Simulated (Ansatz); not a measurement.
Input file:

```yaml
crystal:
  periodic: [false, false, false]
  atoms:
    - {symbol: Al, position_ang: [0.000000, 0.000000, 0.000000]}
    - {symbol: As, position_ang: [0.000000, 0.000000, 4.045000]}
basis:
  gaussian: {orbitals: 6-31G}
magnetization: {spin_polarized: false}
correlation: {method: ccsd, electrons: outside_noble_gas}
scf: {lower_state_search: full}
```

```sh
$ ansatz run in.yaml --threads 1 --pin off --events-out ev --progress --plain --max-ram 2393MiB
```

The program prints:

```
388 factors; integrals over basis functions are off by at most 5.4e-4 eV
mean field evaluation 1: about -67363.6620 eV, gradient 1.0e1 eV
mean field evaluation 2: about -67363.6646 eV, gradient 1.0e1 eV
mean field evaluation 4: about -67364.7440 eV, gradient 1.4e0 eV
mean field evaluation 8: about -67364.7841 eV, gradient 1.0e-1 eV
mean field evaluation 16: about -67363.6620 eV, gradient 1.0e1 eV
mean field evaluation 32: about -67364.7846 eV, gradient 1.1e-4 eV
mean field evaluation 64: about -67355.9015 eV, gradient 2.4e1 eV
mean field evaluation 96: about -67358.6920 eV, gradient 2.0e-2 eV
mean field evaluation 128: about -67358.4627 eV, gradient 3.8e-1 eV
mean field evaluation 160: about -67364.7846 eV, gradient 3.0e-4 eV
mean field -67364.78456278 eV, -2475.6101711911 hartree, gradient 2.4e-6 eV, S^2 0.000000; 7 other end points of the search recorded, 0 dependent functions left out; unrestricted orbitals would lower it
...
cycle  13  -2.76964375 eV  change    9.1e-5 eV  update   1.2e-4
cycle  14  -2.76962872 eV  change    1.5e-5 eV  update   6.4e-5
cycle  15  -2.76956962 eV  change    5.9e-5 eV  update   3.5e-5
cycle  16  -2.76956023 eV  change    9.4e-6 eV  update   2.3e-5
cycle  17  -2.76955732 eV  change    2.9e-6 eV  update   1.6e-5
cycle  18  -2.76956683 eV  change   -9.5e-6 eV  update   1.3e-5
cycle  19  -2.76958870 eV  change   -2.2e-5 eV  update   1.0e-5
cycle  20  -2.76961271 eV  change   -2.4e-5 eV  update   7.1e-6
cycle  21  -2.76961854 eV  change   -5.8e-6 eV  update   3.4e-6
cycle  22  -2.76962123 eV  change   -2.7e-6 eV  update   2.2e-6
Total energy: -67367.55418401 eV, -2475.7119528941 hartree
```

Ran on 1 thread of Arm Neoverse N1, shared host: 13 s wall, 0.1 GiB peak host memory.
